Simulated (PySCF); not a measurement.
Below is a simulated gas-phase C 1s photoelectron spectrum of `C#CC(=O)[O-]`.

Every computed line was given a Gaussian of 0.6 eV full width at half maximum and an area set by the number of equivalent atoms; the highest printed point is 100. Level of theory: PySCF, delta-SCF UKS SCAN, pcX-2 on the ionised atom, pcseg-1 elsewhere, spin-free X2C.

binding energy (eV), intensity and a bar:
```
    284.7          0 
    284.8          1 
    284.9          4 #
    285.0          9 ###
    285.1         18 #####
    285.2         33 ##########
    285.3         51 ###############
    285.4         70 #####################
    285.5         87 ##########################
    285.6         97 #############################
    285.7        100 ##############################
    285.8         95 ############################
    285.9         83 #########################
    286.0         65 ###################
    286.1         45 ##############
    286.2         28 ########
    286.3         15 #####
    286.4          7 ##
    286.5          3 #
    286.6          1 
    286.7          0 
    286.8          0 
    286.9          0 
    287.0          0 
    287.1          0 
    287.2          0 
    287.3          0 
    287.4          0 
    287.5          0 
    287.6          0 
    287.7          0 
    287.8          0 
    287.9          0 
    288.0          0 
    288.1          1 
    288.2          3 #
    288.3          7 ##
    288.4         16 #####
    288.5         28 ########
    288.6         43 #############
    288.7         56 #################
    288.8         63 ###################
    288.9         61 ##################
    289.0         51 ###############
    289.1         36 ###########
    289.2         22 #######
    289.3         11 ###
    289.4          5 ##
    289.5          2 #
    289.6          1 
    289.7          0
```

Q: How many maxima does the curve show, and how many computed lines lie under it?

A: The curve has 2 maxima (at 285.7 and 288.8 eV). Under it lie 3 lines from 3 inequivalent carbon sites. At this width some lines have no maximum of their own.

Q: Decompose the envelope and assign each component. Numbering: `[CH:1]#[C:2][C:3](=[O:4])[O-:5]`.

A: 
```csv
position (eV),relative area,line,atoms,environment
285.51,1,C 1s,C1,terminal alkyne carbon
285.86,1,C 1s,C2,alkyne carbon
288.83,1,C 1s,C3,carboxylate carbon
```

Q: What are the centre and the root-mean-square width of the whole band?

A: The area-weighted mean of the lines is 286.73 eV. Their own spread about it is 1.49 eV (rms) and each Gaussian has σ = 0.6/2.355 = 0.25 eV; the variances add, which gives 1.51 eV.

Lowest listed C 1s: C1, bonded to C (triple bond) and H. Highest, 3.32 eV above it: C3, bonded to 2 O and C.

The curve has no shake-up lines and no vibrational structure. The unrestricted hole states depart most from a pure doublet (⟨S²⟩ = 0.75; over 0.85 named) for C 1s of C2 (0.88), which makes this value less certain. The species carries charge -1, so core ionisation leaves a neutral species. The basis sets have no added diffuse functions. Geometry: PBE0-D3(BJ)/def2-SVP; no solvent, vibrations or thermal averaging. The geometry's basis has no diffuse functions, a weakness for an anion.
